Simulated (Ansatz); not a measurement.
The same path of BClH₄S (7 atoms, charge 0, multiplicity 1) was run twice with different band settings. Lost on the way: B1–Cl2, S5–H7. Made: Cl2–H7.

All numbers below come from RKS PBE0/def2-SVP (Ansatz).

Relaxed end points:

```xyz
7
Properties=species:S:1:pos:R:3
B 0.020 -0.105 0.113
Cl -0.617 0.536 1.698
H 1.192 0.122 -0.102
H -0.733 0.014 -0.831
S 0.082 -2.140 0.259
H -1.146 -2.389 0.774
H 0.684 -2.286 1.463
```

```xyz
7
Properties=species:S:1:pos:R:3
B 0.143 -0.577 -0.512
Cl -0.143 0.156 2.979
H 1.201 -0.007 -0.556
H -0.896 -0.065 -0.832
S 0.207 -2.269 0.038
H -1.110 -2.572 -0.035
H 0.082 -0.915 2.292
```

Common settings: climbing image yes; spring 5.0 eV/Å²; optimiser quadratic models (default); start path through a guess of the saddle point; force threshold 0.03 eV/Å; iteration limit 60; end points relaxed.

| run | movable images |
| --- | --- |
| 1 | 7 |
| 2 | 2 |

**Question.** What does each run give, and how far can it be trusted?

**Answer.** Run 1: converged after 14 iterations, highest image 0.783 eV above the first end. A vibrational analysis at the climbing image gives one clearly imaginary mode, 607i cm⁻¹: a first-order saddle point.
Run 2: converged after 10 iterations, highest image 0.783 eV above the first end. Another band between the same ends (7 images) ends at a top of the same energy, where a vibrational analysis finds 1 clearly imaginary mode. So few images can step over the top or miss a turn of the path.
The orbitals stay closed-shell, which can raise the energy where a bond breaks towards radicals; this wasn't checked here.
